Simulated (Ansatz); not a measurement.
SiSe2 (Ibam, No. 72), treated with PBE0 (Ansatz, a program for electronic structure, plane waves, PAW).

Settings: plane-wave cutoff 500 eV, 6×6×6 k mesh, gaussian smearing 0.02 eV, scalar-relativistic PAW data made under PBE.

Cell (relaxed with PBEsol):

```
CELL_PARAMETERS angstrom
     -3.14912     4.65311     2.92780
      3.14912    -4.65311     2.92780
      3.14912     4.65311    -2.92780
ATOMIC_POSITIONS crystal
  Si 0.75000 0.75000 0.00000
  Si 0.25000 0.25000 0.00000
  Se 0.12821 0.20532 0.33353
  Se 0.87179 0.79468 0.66647
  Se 0.62821 0.29468 0.92289
  Se 0.37179 0.70532 0.07711
```

Task: Estimate the band gap that the calculation returns.

Result: 
- band gap = 3.36 eV (on the SCF k mesh)

Note: cell and atoms aren't relaxed at this level.

Spin–orbit coupling is not included.

The computed numbers hold no vibrational or temperature effects.
